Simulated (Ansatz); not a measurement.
A nudged elastic band was laid between two geometries of C₃H₈S₂ (13 atoms, charge 0, multiplicity 1).

Method: RKS PBE/def2-SVP (Ansatz 0.2.0).

```json
{
  "movable images": "7",
  "climbing image": "yes",
  "spring": "5.0 eV/Å²",
  "optimiser": "quadratic models (default)",
  "start path": "IDPP",
  "force threshold": "0.05 eV/Å",
  "iteration limit": "60",
  "end points": "relaxed"
}
```

Initial state:

```xyz
13
Properties=species:S:1:pos:R:3
C -1.628 0.654 1.105
S -0.043 1.386 0.571
C 0.466 0.240 -0.780
C 0.632 -1.212 -0.346
S 1.990 0.944 -1.524
H -2.052 1.359 1.847
H -1.504 -0.334 1.592
H -2.342 0.569 0.259
H -0.278 0.320 -1.602
H 0.969 -1.833 -1.201
H 1.381 -1.293 0.468
H -0.325 -1.632 0.027
H 2.754 0.798 -0.402
```

Final state:

```xyz
13
Properties=species:S:1:pos:R:3
C -1.437 0.403 1.440
S 0.181 1.114 0.987
C 0.432 0.440 -0.709
C 0.440 -1.083 -0.789
S 1.972 1.200 -1.359
H -2.221 0.673 0.701
H -1.707 0.859 2.413
H -1.404 -0.698 1.567
H -0.357 0.862 -1.370
H 0.627 -1.412 -1.831
H 1.233 -1.503 -0.136
H -0.532 -1.509 -0.464
H 2.794 0.620 -0.436
```

(1) Which bonds break or form, and what moves?

(2) What energy profile does the band end with?

(3) What is the geometry of the highest image?

(4) What are the harmonic wavenumbers there?

Results:

(1) No bond is made or broken. The dihedral H8–C1–S2–C3 goes from -56 to 68°. The two ends are copies of one structure, up to a mirror image or an exchange of like atoms.

(2) The forces met the threshold. The highest image is number 4 of 0 to 8, 6.9 kJ/mol above the ends, which have the same energy within 2 meV. A vibrational analysis at the climbing image gives one clearly imaginary mode, 171i cm⁻¹: a first-order saddle point.

| image | path coordinate (Å) | energy (kJ/mol) | dihedral H8–C1–S2–C3 (°) |
| --- | --- | --- | --- |
| 0 | 0.00 | 0.0 | -56 |
| 1 | 0.42 | 0.8 | -44 |
| 2 | 0.84 | 3.1 | -29 |
| 3 | 1.27 | 5.8 | -13 |
| 4 | 1.69 | 6.9 | 4 |
| 5 | 2.16 | 5.5 | 23 |
| 6 | 2.64 | 2.9 | 40 |
| 7 | 3.11 | 0.7 | 55 |
| 8 | 3.59 | 0.0 | 68 |

(3) 
```xyz
13
Properties=species:S:1:pos:R:3:forces:R:3
C -1.526 0.519 1.360 0.00 0.01 0.00
S 0.141 1.157 0.929 -0.01 0.00 0.03
C 0.463 0.384 -0.714 0.02 0.01 -0.03
C 0.500 -1.140 -0.701 0.00 -0.01 0.00
S 2.025 1.126 -1.336 -0.02 -0.01 0.00
H -2.249 1.355 1.422 0.00 0.00 0.00
H -1.492 -0.008 2.334 0.00 0.00 0.00
H -1.880 -0.195 0.592 0.00 0.00 0.00
H -0.297 0.755 -1.436 0.00 0.00 0.00
H 0.715 -1.529 -1.717 0.00 0.00 0.00
H 1.284 -1.504 -0.006 0.00 0.00 0.00
H -0.470 -1.566 -0.370 0.00 0.00 0.00
H 2.807 0.610 -0.342 0.00 0.00 0.00
```

(4) 171i, 76, 187, 232, 260, 282, 320, 370, 609, 681, 690, 850, 906, 918, 982, 1014, 1064, 1156, 1243, 1274, 1335, 1382, 1402, 1410, 1413, 2591, 2966, 2978, 2991, 3054, 3072, 3078, 3091 cm⁻¹.

Time of the run: 51 s on 2 threads of Intel(R) Xeon(R) 6975P-C (Granite Rapids), with other jobs on the host, peak memory 0.18 GiB.
